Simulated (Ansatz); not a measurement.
A made-up structure of CH$_{4}$AlO (charge -1), singlet:

C1  (-1.269, 0.343, -0.619)
Al2  (1.417, -1.268, 0.102)
O3  (0.309, 0.096, 0.272)
H4  (-1.713, -0.324, -1.360)
H5  (-1.881, 1.229, -0.437)
H6  (0.690, 0.700, 0.928)
H7  (2.640, -1.143, 0.996)
(Å)

It is relaxed with PBE-D4/def2-SVPD and then PBE0-D4/def2-TZVPD (Ansatz 0.2.0). Atoms count as bonded within 1.22 times the sum of their covalent radii (H–H: 0.88 Å). The end point is not checked to be a true minimum.

(1) Does its bonding change? (A judgement: the text doesn't fix the answer.)

## Answers

(1) The calculation gives: Yes. Formed: C1–O3; broken: none.

Where it ends: The first stage lowers the energy by 2.96 eV in 18 steps. It ends as CH₄AlO ([CH2][OH][AlH]), total charge -1:
```
atom    x (Å)    y (Å)    z (Å)
  C1  -1.0806   0.6894  -0.5184
 Al2   0.8888  -1.5838   0.4615
  O3   0.2391   0.1255   0.0505
  H4  -1.1967   0.1012  -1.4448
  H5  -1.8257   0.2642   0.1757
  H6   0.8164   0.8706   0.2014
  H7   2.3519  -0.8339   0.9563
```

Labels in which every atom is bracketed show which atoms are joined, not bond orders.

For scale, one of the runs: PBE0-D4/def2-TZVPD relaxation, 156 basis functions, launched by `ansatz run in.yaml --threads 2 --pin off --events-out ev --progress --plain --max-ram 4352MiB`. The run took about 22 s on 2 CPU threads of an Arm Neoverse V2 (shared host).
